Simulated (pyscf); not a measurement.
Thermochemistry of product channels of `[Cl][Ga]` [singlet] + `[CH2]=[CH2]` on the singlet surface, in kJ/mol, from CCSD(T)/def2-TZVPP + ΔMP2(QZVPP) energies (ideal gas, 1 atm, RRHO with modes under 100 cm⁻¹ raised to 100, one conformer, R ln 2 for chiral ones without a mode under 150 cm⁻¹). Optimised with ωB97X-D3(BJ)/def2-SVP in PySCF. Correlated levels are frozen-core, on RHF or UHF. ΔMP2 is the change of the MP2 total energy from the triple- to the quadruple-zeta basis.

```tsv
products	ΔE	ΔH(298 K)	ΔG(298 K)	ΔG(1200 K)
`[Cl][Ga]1[CH2][CH2]1`	___	+123.8	+166.3	+285.4
`[CH2]=[CH][GaH][Cl]`	+4.6	-1.5	+36.6	___
```

**Question.** Complete the blanks.

**Answer.** 
- `[Cl][Ga]1[CH2][CH2]1`, ΔE: +124.4
- `[CH2]=[CH][GaH][Cl]`, ΔG(1200 K): +141.2

These are energies of the channels, which say nothing of barriers. The CCSD(T) − MP2 part came from Ansatz, without density fitting, on the same reference. The frozen core leaves the outer d or s,p core shells of the metals and heavy elements correlated in the MP2 and CC values, and def2-TZVPP describes them poorly, which can shift differences by a few kcal/mol. Elements up to Kr have no core potential and no relativistic terms here.
